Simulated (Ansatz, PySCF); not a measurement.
Molecule: singlet silylene, SiH2, net charge 0, singlet state. SMILES: [SiH2]
Geometry: optimised at B3LYP-D3(BJ)/def2-TZVP (Ansatz, an electronic-structure program).

Quantity: atomisation energy, in kcal/mol. Set-up: dispersion terms only where a functional's name holds one; non-relativistic; no spin-orbit coupling; frozen cores in correlated levels; atomisation electronic, to ground-state atoms; UHF or UKS for open shells; 6-311+G** with 5d, 6d on Na to Ar in Ansatz; six Cartesian d functions in 6-31G* and its kin unless marked 5d; LANL2DZ with its own core potentials from Na on. Ab initio and DFT rows: single points at B3LYP-D3(BJ) geometries (Ansatz). The Hartree-Fock reference of [SiH2] (SiH2) is unstable towards a lower, spin-broken solution.

```json
[
 {"level": "HF/6-31G*", "program": "Ansatz", "atomisation energy (kcal/mol)": "107.5"},
 {"level": "B3LYP/STO-3G", "program": "Ansatz", "atomisation energy (kcal/mol)": "219.7"},
 {"level": "B3LYP/3-21G", "program": "Ansatz", "atomisation energy (kcal/mol)": "141.9"},
 {"level": "B3LYP/LANL2DZ", "program": "Ansatz", "atomisation energy (kcal/mol)": "145.6"},
 {"level": "B3LYP/6-31G", "program": "Ansatz", "atomisation energy (kcal/mol)": "139.3"},
 {"level": "B3LYP/cc-pVDZ", "program": "Ansatz", "atomisation energy (kcal/mol)": "149.8"},
 {"level": "MP2/LANL2DZ", "program": "Ansatz", "atomisation energy (kcal/mol)": "114.9"},
 {"level": "MP2/6-31G*", "program": "Ansatz", "atomisation energy (kcal/mol)": "124.6"},
 {"level": "MP2/6-311+G**", "program": "Ansatz", "atomisation energy (kcal/mol)": "137.5"},
 {"level": "B3LYP-D3(BJ)/def2-TZVPD", "program": "Ansatz + dftd3", "atomisation energy (kcal/mol)": "154.7"},
 {"level": "M06-2X/def2-TZVPD", "program": "PySCF", "atomisation energy (kcal/mol)": "153.3"},
 {"level": "wB97X-V/def2-TZVPD", "program": "Ansatz", "atomisation energy (kcal/mol)": "154.7"}
]
```

No value to compare with is used here. The 9 habitual levels span 107.5 (HF/6-31G*) to 219.7 kcal/mol (B3LYP/STO-3G); M06-2X/def2-TZVPD gives 153.3.

The levels are drawn from those run, B3LYP/6-31G* more often than the rest, none by its result; runs whose electronic state is in doubt are left out.
